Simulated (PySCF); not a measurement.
Rock-salt MgS: correlation energy from several methods in one and the same small orbital space (PySCF; 2 atoms at the zone centre, 8 electrons in 23 orbitals, empty ones MP2 natural orbitals of a DZ basis, lattice constant set to 5.98379 Å). Its volume lies 52 % above that of the crystal's usual cell. It tests the methods against each other and lies far from the crystal's limit.

```csv
method,E_corr (eV per atom),share of full CI (%),error (meV)
MP2,-1.5924,75.7,513
CCSD,-2.0370,96.8,68
CCSD(T),-2.0789,98.8,26
CCSDT,-2.0933,99.4,12
CCSDT(Q),-2.1017,99.8,3
full CI,-2.1050,100.0,0
```

The Hartree–Fock determinant has a weight of 0.85 in the full CI state.

MP2, (T) and (Q) use filled levels shifted down by the Madelung term, which in so small a cell is a large part of the gap, so these rows hang on it.
